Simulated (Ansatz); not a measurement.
Born–Oppenheimer molecular dynamics of AlFH2 (4 atoms, charge 0, multiplicity 1). It starts from a relaxed structure.

These are results of RKS r2SCAN-D4/def2-mTZVP (Ansatz 0.2.0), not measurements.

- ensemble: NVT, Langevin thermostat
- time step: 0.5 fs
- steps asked: 166
- set temperature: 1500 K
- friction: 0.02 /fs
- masses: H 2.014 u
- seed: 277278

First frame:

```xyz
4
Properties=species:S:1:pos:R:3
Al 0.000 0.000 -0.023
F 0.000 0.000 1.632
H 1.406 0.000 -0.739
H -1.406 0.000 -0.739
```

Q: How far do the bonds stretch over the last three quarters of this one trajectory? (Pairs bonded in most of those frames.)

A: 
```json
{"bond": "Al1–F2", "mean (Å)": "1.674", "spread (Å)": "0.027", "shortest": "1.62", "longest": "1.71"}
{"bond": "Al1–H3", "mean (Å)": "1.617", "spread (Å)": "0.105", "shortest": "1.46", "longest": "1.81"}
{"bond": "Al1–H4", "mean (Å)": "1.608", "spread (Å)": "0.071", "shortest": "1.46", "longest": "1.72"}
```

Mean temperature of the second half: 1478 K. A run of 0.083 ps of so small a system gives no equilibrium averages.

The run took 3.8 min on 1 thread of Arm Neoverse V1, on a shared host, peak memory 0.096 GiB.
